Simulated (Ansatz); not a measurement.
# SbH₂⁺, triplet along the angle H2-Sb1-H3

Starting geometry (PBE0/def2-TZVP stationary point for this spin, not checked as a minimum):

```json
{"atom": "Sb", "x (Å)": "0.0000", "y (Å)": "-0.0136", "z (Å)": "0.0000"}
{"atom": "H", "x (Å)": "0.0000", "y (Å)": "0.8237", "z (Å)": "-1.4688"}
{"atom": "H", "x (Å)": "0.0000", "y (Å)": "0.8237", "z (Å)": "1.4688"}
```

From there the angle named below is changed in its plane at fixed bond lengths, both arms turning rigidly about the middle atom; atoms are numbered as listed. Energies are in kcal/mol, counted from the starting geometry at the same level.

Basis def2-SVP with its core potentials; Ansatz 0.2.0. Only valence electrons are correlated (noble-gas cores and the filled d shells of p-block atoms frozen). Prefix R: restricted or restricted open-shell reference. No spin–orbit coupling is included; scalar relativity enters through the core potentials alone.

Full CI is exact within this basis and frozen core; it isn't the basis-set limit.

```tsv
angle H2-Sb1-H3 (°)	RHF
66.0	41.6
91.1	10.3
104.3	2.8
120.6	0.0
123.8	0.2
143.7	6.1
158.3	15.3
180.0	31.0
```

Problem. Estimate the full CI curve in def2-SVP from this one, knowing how RHF errs.

Solution. The computed full CI values, in kcal/mol from the starting point, and the error of RHF against them:
```tsv
angle H2-Sb1-H3 (°)	full CI	RHF less full CI
66.0	36.1	5.5
91.1	9.0	1.4
104.3	2.5	0.3
120.6	0.0	0.0
123.8	0.1	0.0
143.7	5.1	1.1
158.3	12.5	2.8
180.0	21.9	9.0
```

The error spans 9.0 kcal/mol and is largest, 9.0 kcal/mol, at 180.0 °.
